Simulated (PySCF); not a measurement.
An unknown is described by computed data only.

Formula: C5H9F.

* Dipole: 2.00 D [CAM-B3LYP/def2-SVPD]
* UV, strongest line: among the 8 lowest singlet transitions: S7 at 9.50 eV (131 nm, f = 0.062) [TDDFT CAM-B3LYP/def2-SVPD]
* Rotational structure: rotational constants A, B, C: 5.830, 3.253, 2.512 GHz [GFN2-xTB]
* Polarisability: 57.4 au [CAM-B3LYP/def2-SVPD]
* XPS: C1s 290.6 (×2), C1s 290.6 (×2), C1s 292.6, F1s 691.9 eV [ΔSCF SCAN, pcX-2 on the ionised atom, pcseg-1 elsewhere, spin-free X2C]
* UV, first state: lowest singlet excitation: 8.76 eV (142 nm, f = 0.008) [TDDFT CAM-B3LYP/def2-SVPD]

The electronic properties come from PySCF, for the isolated species, density fitting. Levels stand in brackets. Geometry: GFN2-xTB, one conformer, isolated molecule.

**Question.** What is the compound? Reason from the data.

**Answer.** Numbering: `[F:1][CH:2]1[CH2:3][CH2:4][CH2:5][CH2:6]1`. Its formula, C5H9F, gives 1 degree of unsaturation: 1 ring and 0 π bonds in the structure found. The core levels belong to: C1s 290.6 eV, ring CH2 carbon [C3/C6]; C1s 290.6 eV, ring CH2 carbon [C4/C5]; C1s 292.6 eV, sp3 C–F carbon [C2]; F1s 691.9 eV, alkyl fluorine [F1]. One atom of each topological class was ionised and stands for its class. The optimised geometry has point group C1 and is an asymmetric top. Structure: `FC1CCCC1`. Computed isomers that give other values at the same levels: `C=CC[C@H](C)F` (smallest rotational constant: 2.012 GHz; this holds for the one conformer computed); `CC(C)=CCF` (lowest singlet excitation: 6.62 eV (187 nm, f = 0.002)); `C[C@H](F)C1CC1` (rotational constant A: 6.133 GHz; this holds for the one conformer computed). The assignments are read from this structure; whether some other isomer fits the data as well wasn't checked.
